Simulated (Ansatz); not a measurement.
C$_{2}$H$_{3}$N, singlet: the ladder up to RCCSDT(Q)

Geometry: MP2(full)/6-31G*, from the G2/97 set.

```xyz
6

C     0.0000    0.0000   -1.3002
C     0.0000    0.0000    0.1606
N     0.0000    0.0000    1.3389
H     0.0000    1.0250   -1.6756
H     0.8877   -0.5125   -1.6756
H    -0.8877   -0.5125   -1.6756
```

Basis 6-31G* (Cartesian d functions); Ansatz 0.2.0. Only valence electrons are correlated (noble-gas cores frozen), which leaves 16 electrons in 48 orbitals. Prefix R: restricted or restricted open-shell reference. Active spaces: frontier = (8e, 8o) about the gap.

Full CI isn't at hand for all of this; RCCSDT(Q) serves as the reference, and is uncertain by about the last step of the cluster series.

* UHF ⟨S²⟩: 0.000
* T1 diagnostic (RCCSD): 0.0127
* largest doubles amplitude (RCCSD): 0.081

| level | E − E(RHF) (eV) |
| --- | --- |
| RMP2 | -11.3133 |
| RCCSD | -11.8061 |
| RCCSD(T) | -12.2597 |

Problem. Estimate how far RCCSDT(Q) in 6-31G* lies from RCCSD(T). The table doesn't fix it; the size of (T) and the diagnostics are the guide.

Solution. RCCSDT(Q) in 6-31G* lies 5.4 kJ/mol below RCCSD(T), which is 12 % of the (T) step (-43.8 kJ/mol). The diagnostics are small and the rest is a small part of (T), but (T) is large here. The miss exceeds 1 kcal/mol.

The other levels:

```
                    level  E − E(RCCSDT(Q)) (kJ/mol)  share of correlation (%)   wall time
                     CISD                      171.3                     85.58       1.9 s
                  BCCD(T)                        5.2                     99.56      0.79 s
                   RCCSDT                        4.4                     99.63           –
  CASSCF (frontier space)                      822.6                     30.77           –
  NEVPT2 (frontier space)                      147.5                     87.58       7.5 s
  MRCISD (frontier space)                       78.3                     93.41           –
MRCISD+Q (frontier space)                        9.8                     99.17  9 s (H100)
```

The correlation energy at RCCSDT(Q), counted from RHF, is -12.315 eV. That run took 23 s on 1 thread of AMD EPYC 7R13, shared host.

Times hold each run's SCF and search for its determinant on a shared host, so for small cases they say little of a method's own cost; rows without a card ran on 1 thread of AMD EPYC 7R13.

Atomization energy (electronic, same basis, no zero-point term; atoms at the same level, unrestricted beside the R rows where the molecule is a closed shell, with restricted open-shell steps beyond CCSDT(Q)) at RCCSDT(Q): 2363.8 kJ/mol. Errors of other levels:

```json
{"level": "RHF", "error (kJ/mol)": "-576.8"}
{"level": "RMP2", "error (kJ/mol)": "53.2"}
{"level": "CISD", "error (kJ/mol)": "-158.4"}
{"level": "RCCSD", "error (kJ/mol)": "-40.4"}
{"level": "RCCSD(T)", "error (kJ/mol)": "-3.3"}
{"level": "BCCD(T)", "error (kJ/mol)": "-2.5"}
{"level": "RCCSDT", "error (kJ/mol)": "-4.2"}
```

This basis is far from its limit, so the value isn't to be set against a measured one. Truncated CI isn't size-consistent, which counts against it in atomization.
